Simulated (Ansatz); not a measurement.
Basis-set extrapolation for C5H6, SMILES `C#C/C=C/C` (PBE0-D4/def2-TZVP geometry, frozen core, Ansatz 0.2.0). Multiplicity 1, RHF reference.

```json
{"": "HF", "def2-TZVPP": "-192.823057", "def2-QZVPP": "-192.831375"}
{"": "MP2 correlation", "def2-TZVPP": "-0.794737", "def2-QZVPP": "-0.845170"}
{"": "CCSD(T) correlation", "def2-TZVPP": "-0.868658", "def2-QZVPP": "not run"}
```

Energies in hartree. Use E(X) = E(∞) + A·exp(−7.88·√X) for Hartree–Fock and E(X) = E(∞) + B·X^(−2.97) for correlation, with X = 3 and 4, and add CCSD(T) minus MP2 of the smaller set to the MP2 limit.

What is the CCSD(T) energy at the basis-set limit?

HF limit: -192.831375 + (-0.008318) × 0.13774 = -192.83252. MP2 limit: -0.845170 + (-0.050433) × 0.74074 = -0.88253. Higher-order term: -0.868658 − (-0.794737) = -0.07392. Total: -193.78897 hartree, 61.0 kcal/mol below CCSD(T)/def2-TZVPP.
